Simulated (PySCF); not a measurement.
Geometry:
```csv
atom,x (Å),y (Å),z (Å)
Al1,0.834,1.171,-0.405
H2,1.914,1.571,-1.503
H3,0.365,2.215,0.702
C4,0.032,-0.600,-0.348
C5,-0.877,-0.902,0.596
H6,0.281,-1.396,-1.063
H7,-1.191,-0.172,1.353
H8,-1.358,-1.887,0.668
```

All values are calculated (PySCF): NMR shieldings at B3LYP/pcSseg-1 (pcSseg-2 on Al)/GIAO, structure optimised with PBE0-D3(BJ)/def2-SVP. Non-relativistic, fast rotation and ring inversion assumed for equivalent nuclei, one conformer, no solvent model.

References, each an isolated molecule treated in the same way: TMS for ¹³C, ¹H; ²⁷Al against [Al(H2O)6]3+.

```csv
atoms,nucleus,count,δ (ppm)
Al1,²⁷Al,1,?
C4,¹³C,1,154.9
H2/H3,¹H,2,5.13
H6,¹H,1,6.83
H7/H8,¹H,2,6.73
C5,¹³C,1,?
```

Task: Complete the table.

Result: 
- C5: 156.5 ppm, carbon bonded to C, 2 H
- Al1: 281.6 ppm, aluminium bonded to C, 2 H

Hydrides on Al or Ga are broadened by the quadrupolar metal nucleus. Shifts are as computed, not scaled to solution data. Of 1211 compounds with measured shifts, 218 miss one by over three times the rms of a fit or turn the order of signals round; such compounds aren't used in these exercises.
